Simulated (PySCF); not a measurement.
C3H9O2P.
SMILES with atom numbers: `[CH3:1][CH2:2][P@:3]([CH3:4])(=[O:5])[OH:6]` (hydrogens: H7, H8, H9 on C1; H10, H11 on C2; H12, H13, H14 on C4; H15 on O6)

Method: HF/6-31G* geometry optimisation, gas phase in PySCF; density fitting; the optimiser is geomeTRIC in internal coordinates, started from a GFN2-xTB structure.

Step 0: E = -16581.1507 eV
```
atom  x, y, z in Å  |  force x, y, z in eV/Å
C1     -1.5259   -0.9670   -0.1414   -0.223  -0.142  -0.209
C2     -0.8115   -0.1850    0.9469    0.599   0.578   0.150
P3      0.5887    0.8215    0.3139   -0.066  -0.247  -0.019
C4      1.7148   -0.3081   -0.5831   -0.309   0.446   0.387
O5      1.2270    1.6891    1.3123   -0.021  -0.227  -0.040
O6     -0.0720    1.6971   -0.8774    0.166   0.238   0.314
H7     -2.4352   -1.4200    0.2489    0.132   0.014  -0.111
H8     -0.8901   -1.7586   -0.5297   -0.157   0.009  -0.020
H9     -1.7923   -0.3049   -0.9616   -0.089  -0.198   0.052
H10    -1.4878    0.5232    1.4322    0.171  -0.193  -0.070
H11    -0.4139   -0.8424    1.7214   -0.125   0.133  -0.082
H12     1.2276   -0.7258   -1.4568    0.101  -0.030   0.040
H13     2.0315   -1.1014    0.0882    0.037   0.011  -0.138
H14     2.5843    0.2691   -0.8875   -0.087  -0.139  -0.012
H15     0.0483    2.6201   -0.6473   -0.129  -0.253  -0.243
```

Step 1: E = -16581.1858 eV
```
atom  x, y, z in Å  |  force x, y, z in eV/Å
C1     -1.5973   -0.9640   -0.1416    0.069   0.015  -0.009
C2     -0.7783   -0.1847    0.8935   -0.134   0.006   0.027
P3      0.6043    0.8260    0.3061    0.012   0.095  -0.037
C4      1.7567   -0.2777   -0.5398   -0.018  -0.156  -0.020
O5      1.1964    1.6526    1.3615    0.027   0.020  -0.001
O6     -0.0004    1.6947   -0.9108   -0.081  -0.087  -0.108
H7     -2.4325   -1.4531    0.3476    0.010  -0.023  -0.002
H8     -1.0089   -1.7329   -0.6292    0.027  -0.020  -0.029
H9     -1.9982   -0.3094   -0.9062    0.025   0.031   0.001
H10    -1.4311    0.4918    1.4380    0.070   0.033   0.025
H11    -0.3503   -0.8557    1.6330   -0.072  -0.040   0.038
H12     1.3146   -0.7128   -1.4293   -0.004   0.040   0.010
H13     2.0617   -1.0810    0.1243    0.003   0.070   0.005
H14     2.6382    0.2828   -0.8245    0.010   0.038  -0.017
H15     0.0184    2.6305   -0.7437    0.056  -0.020   0.117
```

Problem. Estimate the geometry and energy of step 2. (The exact step hangs on the optimiser's Hessian estimate; all steps are aligned on step 1, rigid shifts and turns removed.)

Solution. E = -16581.1940 eV, largest force 0.078 eV/Å
```
atom  x, y, z in Å  |  force x, y, z in eV/Å
C1     -1.5781   -0.9575   -0.1464   -0.012   0.024  -0.023
C2     -0.7829   -0.1805    0.9066    0.012  -0.030   0.055
P3      0.6015    0.8233    0.3089    0.039  -0.058   0.033
C4      1.7442   -0.2857   -0.5437    0.000  -0.037  -0.002
O5      1.2049    1.6595    1.3507    0.013   0.022  -0.021
O6     -0.0183    1.6808   -0.9067   -0.046   0.019  -0.050
H7     -2.4225   -1.4526    0.3205    0.003  -0.014  -0.012
H8     -0.9762   -1.7219   -0.6270    0.005   0.013   0.009
H9     -1.9599   -0.2957   -0.9149   -0.007  -0.011   0.000
H10    -1.4310    0.5045    1.4455   -0.011   0.006  -0.022
H11    -0.3718   -0.8556    1.6528   -0.023   0.003   0.009
H12     1.2898   -0.7260   -1.4235    0.004   0.008   0.006
H13     2.0623   -1.0780    0.1252    0.017   0.013   0.004
H14     2.6184    0.2791   -0.8459   -0.007   0.008  -0.010
H15     0.0131    2.6134   -0.7233    0.014   0.034   0.024
```

The energy changes by -0.0082 eV. The first-order estimate −F·Δx gives -0.0135 eV and the mean of the old and new forces, exact on a quadratic surface, -0.0081 eV. The step makes an angle of 67° with the force vector and moves no atom by more than 0.042 Å.

The cost below is that of the whole optimisation. The run took 18 s of wall time on an Arm Neoverse V1 with one thread, on a shared host, and the process peaked at 0.49 GiB of memory.
